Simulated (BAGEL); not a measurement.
**[C3H3]− (SMILES C#C[CH2-]) at HF/6-31G(d) (density fitting with qzvpp-jkfit, spherical functions)**

What is the vertical ionisation energy of [C3H3]− at HF/6-31G* (density fitting with qzvpp-jkfit, spherical functions)? 

The calculation is run with BAGEL 1.2.2.

3 further runs of the same task are left out: 2 that didn't finish, 1 set aside as unsound or not needed.

## Step 1: The structure to begin with

[C3H3]−: 6 atoms, total charge -1, spin state singlet. As SMILES, `C#C[CH2-]`. The coordinates come from a GFN2-xTB relaxation.

Bond lengths: C1–C2 1.255 Å, C2–C3 1.343 Å, C1–H4 1.091 Å, C3–H5 1.092 Å, C3–H6 1.091 Å. Angles: C1–C2–C3 164.4°, C2–C1–H4 129.2°, C2–C3–H5 122.3°, C2–C3–H6 122.4°, H5–C3–H6 115.2°.

## Step 2: The energy at HF/6-31G(d) (density fitting with qzvpp-jkfit, spherical functions)

Contents of hf.json:

```json
{ "bagel" : [

{
  "title" : "molecule",
  "basis" : "6-31gs.json",
  "df_basis" : "qzvpp-jkfit",
  "angstrom" : "true",
  "geometry" : [
    { "atom" : "C", "xyz" : [   -1.120160,   -0.982420,   -0.458390 ] },
    { "atom" : "C", "xyz" : [   -0.252910,   -0.138410,   -0.126320 ] },
    { "atom" : "C", "xyz" : [    0.818480,    0.476380,    0.400200 ] },
    { "atom" : "H", "xyz" : [   -2.013560,   -0.849860,   -1.070370 ] },
    { "atom" : "H", "xyz" : [    1.769820,    0.549390,   -0.130810 ] },
    { "atom" : "H", "xyz" : [    0.798330,    0.944930,    1.385710 ] }
  ]
},
{
  "title" : "hf",
  "charge" : -1
},
{
  "title" : "print",
  "file" : "orbitals.molden",
  "orbitals" : "true"
}

]}
```

The basis set 6-31G* is read from a file made from the Basis Set Exchange's data (not shown).

The run is started by

```bash
$ BAGEL_NUM_THREADS=1 BAGEL hf.json > hf.out
```

Standard output:

```text
* using 1 threads per process

  ===============================================================
  ===============================================================

  *** Geometry ***

  { "atom" : "C", "xyz" : [     -2.116796,     -1.856505,     -0.866232 ] },
  { "atom" : "C", "xyz" : [     -0.477931,     -0.261557,     -0.238710 ] },
  { "atom" : "C", "xyz" : [      1.546703,      0.900228,      0.756268 ] },
  { "atom" : "H", "xyz" : [     -3.805077,     -1.606003,     -2.022706 ] },
  { "atom" : "H", "xyz" : [      3.344475,      1.038197,     -0.247195 ] },
  { "atom" : "H", "xyz" : [      1.508625,      1.785659,      2.618612 ] },

  Number of auxiliary basis functions:      279

  Since a DF basis is specified, we compute 2- and 3-index integrals:
    o Being stored without compression. Storage requirement is 0.005 GB

  Number of basis functions:       48
  Number of electrons      :       21

    * METHOD: MOLECULE                             0.06

  *** RHF ***

  === Nuclear Repulsion ===
    53.3602512062

      * DIIS with orbital gradients will be used.

  === RHF iteration (6-31gs.json) ===
      0       -115.06740451          0.02393613           0.01
      1       -115.18040442          0.00943219           0.01
      2       -115.19648614          0.00229542           0.01
      3       -115.19779975          0.00093211           0.01
      4       -115.19802844          0.00037203           0.01
      5       -115.19812835          0.00017966           0.01
      6       -115.19814527          0.00008224           0.01
      7       -115.19814942          0.00001744           0.01
      8       -115.19814960          0.00000584           0.01
      9       -115.19814963          0.00000163           0.01
     10       -115.19814963          0.00000061           0.01
     11       -115.19814963          0.00000019           0.01
     12       -115.19814963          0.00000010           0.01
     13       -115.19814963          0.00000004           0.01
     14       -115.19814963          0.00000002           0.01
     15       -115.19814963          0.00000001           0.01
    * SCF iteration converged.

    * Permanent dipole moment:
           (   -0.122299,    -0.686784,     0.103375) a.u.

    * METHOD: HF                                   0.18

    * METHOD: PRINT                                0.01

  ===============================================================
```

Wall time 0.48 s (1 thread of AMD EPYC 7B13 (Zen 3), shared host); peak memory 0.08 GiB.

## Step 3: Doublet neutral C3H3

Contents of job.json:

```json
{ "bagel": [

{
  "title": "molecule",
  "basis": "6-31gs.json",
  "df_basis": "qzvpp-jkfit",
  "angstrom": true,
  "geometry": [
    { "atom": "C", "xyz": [   -1.120160,   -0.982420,   -0.458390 ] },
    { "atom": "C", "xyz": [   -0.252910,   -0.138410,   -0.126320 ] },
    { "atom": "C", "xyz": [    0.818480,    0.476380,    0.400200 ] },
    { "atom": "H", "xyz": [   -2.013560,   -0.849860,   -1.070370 ] },
    { "atom": "H", "xyz": [    1.769820,    0.549390,   -0.130810 ] },
    { "atom": "H", "xyz": [    0.798330,    0.944930,    1.385710 ] }
  ]
},
{
  "title": "uhf",
  "nopen": 1
},
{
  "title": "print",
  "file": "orbitals.molden",
  "orbitals": true
}

]}
```

The basis set 6-31G* is read from a file made from the Basis Set Exchange's data (not shown).

The run is started by

```bash
$ BAGEL_NUM_THREADS=1 BAGEL job.json > job.out
```

Standard output:

```text
* using 1 threads per process

  ===============================================================
  ===============================================================

  *** Geometry ***

  { "atom" : "C", "xyz" : [     -2.116796,     -1.856505,     -0.866232 ] },
  { "atom" : "C", "xyz" : [     -0.477931,     -0.261557,     -0.238710 ] },
  { "atom" : "C", "xyz" : [      1.546703,      0.900228,      0.756268 ] },
  { "atom" : "H", "xyz" : [     -3.805077,     -1.606003,     -2.022706 ] },
  { "atom" : "H", "xyz" : [      3.344475,      1.038197,     -0.247195 ] },
  { "atom" : "H", "xyz" : [      1.508625,      1.785659,      2.618612 ] },

  Number of auxiliary basis functions:      279

  Since a DF basis is specified, we compute 2- and 3-index integrals:
    o Being stored without compression. Storage requirement is 0.005 GB

  Number of basis functions:       48
  Number of electrons      :       21

    * METHOD: MOLECULE                             0.06

  *** Open-shell HF ***

  === Nuclear Repulsion ===
    53.3602512062

      * DIIS with orbital gradients will be used.

  === UHF iteration (6-31gs.json) ===
      0       -115.14466101          0.03430479           0.01
      1       -115.21231708          0.01092751           0.01
      2       -115.22426842          0.00409636           0.01
      3       -115.22840217          0.00155781           0.01
      4       -115.23166148          0.00082362           0.01
      5       -115.23340146          0.00066170           0.01
      6       -115.23576745          0.00035161           0.01
      7       -115.23653906          0.00019836           0.01
      8       -115.23700286          0.00014603           0.01
      9       -115.23747065          0.00011055           0.01
     10       -115.23785944          0.00008920           0.01
     11       -115.23799020          0.00005736           0.01
     12       -115.23806090          0.00002770           0.01
     13       -115.23806438          0.00000775           0.01
     14       -115.23806444          0.00000478           0.01
     15       -115.23806464          0.00000294           0.01
     16       -115.23806475          0.00000144           0.01
     17       -115.23806477          0.00000046           0.01
     18       -115.23806477          0.00000023           0.01
     19       -115.23806477          0.00000014           0.01
     20       -115.23806477          0.00000008           0.01
     21       -115.23806477          0.00000005           0.01
     22       -115.23806477          0.00000003           0.01
     23       -115.23806477          0.00000001           0.01
     24       -115.23806477          0.00000001           0.01
    * SCF iteration converged.

    * S^2 (UHF) is 1.1611

    * Permanent dipole moment:
           (   -0.147825,    -0.308570,    -0.012440) a.u.

    * METHOD: UHF                                  0.37

    * METHOD: PRINT                                0.01

  ===============================================================
```

It took 0.71 s on 1 thread of AMD EPYC 7B13 (Zen 3), shared host; peak memory 0.08 GiB.

## Step 4: Outcome

At HF/6-31G* (density fitting with qzvpp-jkfit, spherical functions):

| quantity | value |
| --- | --- |
| singlet [C3H3]−: total energy | -115.19815 Eh |
| singlet [C3H3]−: HOMO energy | -0.68 eV |
| singlet [C3H3]−: LUMO energy | 12.04 eV |
| singlet [C3H3]−: HOMO–LUMO gap (to an unbound level, set by the basis) | 12.72 eV |
| doublet neutral C3H3: total energy | -115.23806 Eh |
| doublet neutral C3H3: dipole moment | 0.87 D |
| doublet neutral C3H3: ⟨S²⟩ | 1.161 |
| vertical detachment energy (to the doublet neutral) | -1.086 eV |

The species is unbound against losing an electron at this level, by 1.09 eV (−25 kcal/mol); missing correlation or diffuse functions can give that sign where the real anion is bound. ⟨S²⟩ (doublet neutral C3H3) is 1.16 where a pure doublet has 0.75: the reference is spin-contaminated.
